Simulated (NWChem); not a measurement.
# C3H7N (cyclopropylamine): levels of theory compared

We compute a comparison of 4 runs (HF/STO-3G, SVWN5/6-31G*, r2SCAN/6-31G*, B3LYP/6-31G*) of C3H7N (cyclopropylamine). 

The results are computed with NWChem 7.3.0.

4 further runs of the same task are left out: 4 set aside as unsound or not needed. Runs told in other sessions of the task aren't counted.

### 1 The structure to begin with

The species is C3H7N (11 atoms), meant as a singlet with charge 0. As SMILES, `NC1CC1`. The shape is that of a PBE0-D4/def2-TZVP optimisation. This is one conformer, not always the lowest.

Bond lengths: N1–C2 1.432 Å, C2–C3 1.495 Å, C2–C4 1.495 Å, C3–C4 1.500 Å, N1–H5 1.012 Å, N1–H6 1.012 Å, C2–H7 1.090 Å, C3–H8 1.083 Å, C3–H9 1.083 Å, C4–H10 1.083 Å, C4–H11 1.083 Å. Some angles: N1–C2–C3 116.9°, N1–C2–C4 116.9°, C3–C2–C4 60.2°, C2–C3–C4 59.9°, C2–C4–C3 59.9°, N1–C2–H7 118.3°, C3–C2–H7 115.8°, C4–C2–H7 115.8°, C2–N1–H5 111.1°, C2–N1–H6 111.1°.

### 2 Energy and gradient at HF/STO-3G (run 1)

geom.nw

```
START geom
TITLE "C3H7N"
memory stack 880 mb heap 220 mb global 1100 mb
charge 0

GEOMETRY noautosym nocenter noautoz
N     -1.141310     0.922600    -0.439310
C      0.163770     0.489760    -0.037670
C      0.230400    -0.635790     0.944540
C      0.595180    -0.868230    -0.491310
H     -1.116440     1.351080    -1.356220
H     -1.514170     1.604590     0.209390
H      0.954840     1.235920     0.042510
H      1.020850    -0.627310     1.684370
H     -0.717670    -1.033510     1.283450
H      1.637360    -1.020160    -0.742340
H     -0.112810    -1.418930    -1.097410
END

BASIS spherical bse
* library STO-3G
END

SCF
thresh 1e-08
maxiter 80
END

TASK scf gradient
```

Launch:

```console
$ nwchem geom.nw > geom.out
```

The log of the run:

```text
[...]
  functions       =    27
[...]
  wavefunction    = RHF
[...]
         Total SCF energy =   -169.977139285716
      One-electron energy =   -479.349084338014
      Two-electron energy =    183.615250339200
 Nuclear repulsion energy =    125.756694713098
        Time for solution =      1.0s
[...]
                         RHF ENERGY GRADIENTS
    atom               coordinates                        gradient
                 x          y          z           x          y          z
   1 N      -2.156763   1.743461  -0.830176    0.023444   0.014339   0.003627
   2 C       0.309480   0.925512  -0.071186   -0.023490  -0.007422  -0.004763
   3 C       0.435393  -1.201469   1.784922    0.000405   0.007092  -0.006730
   4 C       1.124727  -1.640717  -0.928441   -0.002246   0.008780   0.003694
   5 H      -2.109766   2.553171  -2.562884   -0.002352  -0.009782   0.014956
   6 H      -2.861366   3.032235   0.395690    0.004155  -0.013926  -0.010654
   7 H       1.804386   2.335550   0.080332    0.001819  -0.000994   0.000623
   8 H       1.929127  -1.185444   3.182998    0.002383   0.000590   0.000508
   9 H      -1.356200  -1.953051   2.425369   -0.003154   0.000304  -0.001266
  10 H       3.094162  -1.927823  -1.402819    0.002384   0.000590   0.000510
  11 H      -0.213180  -2.681389  -2.073804   -0.003348   0.000428  -0.000504
[...]
```

Wall time 1.8 s (1 thread of Intel Xeon 6975P-C (Granite Rapids), shared host); peak memory 0.097 GiB.

### 3 Energy and forces at SVWN5/6-31G(d) (spherical functions) (run 2)

c3h7n.nw

```
start c3h7n
title "C3H7N SVWN5"
memory total 2200 mb
charge 0
geometry noautosym nocenter noautoz
   N     -1.141310     0.922600    -0.439310
   C      0.163770     0.489760    -0.037670
   C      0.230400    -0.635790     0.944540
   C      0.595180    -0.868230    -0.491310
   H     -1.116440     1.351080    -1.356220
   H     -1.514170     1.604590     0.209390
   H      0.954840     1.235920     0.042510
   H      1.020850    -0.627310     1.684370
   H     -0.717670    -1.033510     1.283450
   H      1.637360    -1.020160    -0.742340
   H     -0.112810    -1.418930    -1.097410
end
basis "ao basis" spherical bse
   N library 6-31G*
   C library 6-31G*
   H library 6-31G*
end
dft
   xc slater vwn_5
   mult 1
   grid xfine
   convergence energy 1e-08
   maxiter 100
   mulliken
   print low
end
task dft gradient
```

Launch:

```console
$ nwchem c3h7n.nw > c3h7n.out
```

The log of the run:

```text
[...]
 d= 0,ls=0.0,diis     1   -171.6156340803 -2.97D+02  1.27D-02  5.88D-01     1.7
[...]
 d= 0,ls=0.0,diis     8   -171.6623018481  1.88D-09  6.20D-06  1.57D-07     9.1
         Total DFT energy =     -171.662301848108
      One electron energy =     -481.566449876107
           Coulomb energy =      208.404171434941
    Exchange-Corr. energy =      -24.256718120040
 Nuclear repulsion energy =      125.756694713098
[...]
      Total Density - Mulliken Population Analysis
     ---------------------------------------------
    Atom       Charge   Shell Charges
 -----------   ------   -------------------------------------------------------
    1 N    7     7.73   2.00  0.77  2.52  0.87  1.54  0.03
    2 C    6     6.05   1.99  0.66  2.11  0.45  0.76  0.06
    3 C    6     6.36   2.00  0.66  2.15  0.58  0.94  0.04
    4 C    6     6.36   2.00  0.66  2.15  0.58  0.94  0.04
    5 H    1     0.68   0.49  0.19
    6 H    1     0.68   0.49  0.19
    7 H    1     0.85   0.51  0.35
    8 H    1     0.83   0.50  0.33
    9 H    1     0.82   0.50  0.32
   10 H    1     0.83   0.50  0.33
[...]
                         DFT ENERGY GRADIENTS
    atom               coordinates                        gradient
                 x          y          z           x          y          z
   1 N      -2.156763   1.743461  -0.830176   -0.006239   0.015733  -0.004137
   2 C       0.309480   0.925512  -0.071186    0.010884   0.001788   0.002478
   3 C       0.435393  -1.201469   1.784922   -0.001540  -0.002269   0.008073
   4 C       1.124727  -1.640717  -0.928441    0.002230  -0.004672  -0.006774
   5 H      -2.109766   2.553171  -2.562884   -0.000638  -0.004697   0.011045
   6 H      -2.861366   3.032235   0.395690    0.004228  -0.007795  -0.008107
   7 H       1.804386   2.335550   0.080332   -0.008402  -0.006294  -0.001116
   8 H       1.929127  -1.185444   3.182998   -0.006647  -0.000172  -0.006459
   9 H      -1.356200  -1.953051   2.425369    0.008464   0.002950  -0.002458
  10 H       3.094162  -1.927823  -1.402819   -0.008880   0.001251   0.002339
  11 H      -0.213180  -2.681389  -2.073804    0.006540   0.004176   0.005116
[...]
```

It took 13 s on 1 thread of Intel Xeon 6975P-C (Granite Rapids), shared host; peak memory 0.15 GiB.

Run 3 isn't shown in full; the table further down has it.

### 4 Energy and gradient at B3LYP/6-31G(d) (Cartesian functions) (run 4)

c3h7n.nw

```
start c3h7n
memory total 2200 mb
charge 0
geometry units angstroms noautosym nocenter noautoz
  N    -1.141310    0.922600   -0.439310
  C     0.163770    0.489760   -0.037670
  C     0.230400   -0.635790    0.944540
  C     0.595180   -0.868230   -0.491310
  H    -1.116440    1.351080   -1.356220
  H    -1.514170    1.604590    0.209390
  H     0.954840    1.235920    0.042510
  H     1.020850   -0.627310    1.684370
  H    -0.717670   -1.033510    1.283450
  H     1.637360   -1.020160   -0.742340
  H    -0.112810   -1.418930   -1.097410
end
basis
  * library 6-31G*
end
dft
  xc b3lyp
  grid xfine
  convergence energy 1e-08
  iterations 100
  mulliken
  print medium
end
task dft gradient
```

Launch:

```console
$ nwchem c3h7n.nw > c3h7n.out
```

The log of the run:

```text
[...]
          Wavefunction type:  closed shell.
          No. of atoms     :    11
          No. of electrons :    32
[...]
          Charge           :     0
          Spin multiplicity:     1
[...]
          AO basis - number of functions:    74
[...]
              XC Information
              --------------
                         B3LYP Method XC Potential
                     Hartree-Fock (Exact) Exchange  0.200
                        Slater Exchange Functional  0.800 local
                    Becke 1988 Exchange Functional  0.720 non-local
              Lee-Yang-Parr Correlation Functional  0.810
                  VWN I RPA Correlation Functional  0.190 local
[...]
 d= 0,ls=0.0,diis     1   -173.1893377649 -2.99D+02  9.90D-03  5.08D-01     3.4
[...]
 d= 0,ls=0.0,diis     8   -173.2398333918 -7.69D-10  2.91D-06  5.66D-08    23.9
         Total DFT energy =     -173.239833391795
      One electron energy =     -481.533689559829
           Coulomb energy =      208.390330254853
    Exchange-Corr. energy =      -25.853168799917
 Nuclear repulsion energy =      125.756694713098
[...]
      Total Density - Mulliken Population Analysis
     ---------------------------------------------
    Atom       Charge   Shell Charges
 -----------   ------   -------------------------------------------------------
    1 N    7     7.72   1.99  0.78  2.52  0.88  1.53  0.03
    2 C    6     5.99   1.99  0.69  2.10  0.47  0.70  0.04
    3 C    6     6.31   1.99  0.68  2.13  0.58  0.89  0.03
    4 C    6     6.31   1.99  0.68  2.13  0.58  0.89  0.03
    5 H    1     0.70   0.51  0.19
    6 H    1     0.70   0.51  0.19
    7 H    1     0.88   0.54  0.34
    8 H    1     0.86   0.53  0.32
    9 H    1     0.84   0.53  0.31
   10 H    1     0.86   0.53  0.32
[...]
  wavefunction    = closed shell
                         DFT ENERGY GRADIENTS
    atom               coordinates                        gradient
                 x          y          z           x          y          z
   1 N      -2.156763   1.743461  -0.830176    0.005992   0.004359   0.000812
   2 C       0.309480   0.925512  -0.071186   -0.002090  -0.006893   0.000587
   3 C       0.435393  -1.201469   1.784922    0.000923   0.002918  -0.006533
   4 C       1.124727  -1.640717  -0.928441   -0.002012   0.004787   0.005009
   5 H      -2.109766   2.553171  -2.562884   -0.000319  -0.002714   0.004076
   6 H      -2.861366   3.032235   0.395690    0.001412  -0.003815  -0.002738
   7 H       1.804386   2.335550   0.080332   -0.002556  -0.002228  -0.000289
   8 H       1.929127  -1.185444   3.182998   -0.001541   0.000228  -0.002344
   9 H      -1.356200  -1.953051   2.425369    0.001704   0.001030  -0.001422
  10 H       3.094162  -1.927823  -1.402819   -0.002431   0.000797   0.001168
  11 H      -0.213180  -2.681389  -2.073804    0.000918   0.001531   0.001674
[...]
```

Wall time 29 s (1 thread of Intel Xeon 6975P-C (Granite Rapids), shared host); peak memory 0.15 GiB.

### 5 All runs side by side

```tsv
run	level	iteration cap	module	energy (Eh)	dipole moment (D)	HOMO energy (eV)	LUMO energy (eV)	wall time
1	HF/STO-3G	80	scf	-169.977139	1.34	-8.66	13.38	1.8 s
2	SVWN5/6-31G* (spherical functions)	100	dft	-171.662302	–	–	–	13 s
3	r2SCAN/6-31G* (spherical functions)	100	dft	-173.124366	1.35	-5.35	2.48	47 s
4	B3LYP/6-31G* (Cartesian functions)	100	dft	-173.239833	1.33	-6.25	2.50	29 s
```

### 6 What came out

| quantity | value |
| --- | --- |
| run 4: total energy | -173.23983 Eh |
| run 4: dipole moment | 1.33 D |
| run 4: HOMO energy | -6.25 eV |
| run 4: LUMO energy | 2.50 eV |
| run 4: HOMO–LUMO gap | 8.75 eV |
| run 4: largest force on an atom | 0.383 eV/Å |

**Reading.** Over runs 1, 3, 4 the dipole moment (its size) runs from 1.33 D (B3LYP/6-31G*) to 1.35 D (r2SCAN/6-31G*). Over runs 1, 3, 4 the HOMO–LUMO gap runs from 7.83 eV (r2SCAN/6-31G*) to 22.04 eV (HF/STO-3G). The two ends differ in method and basis. Totals of different functionals can't be ranked against each other. In run 1 the basis is minimal, so the values are rough. All runs together took 91 s, the longest 47 s.
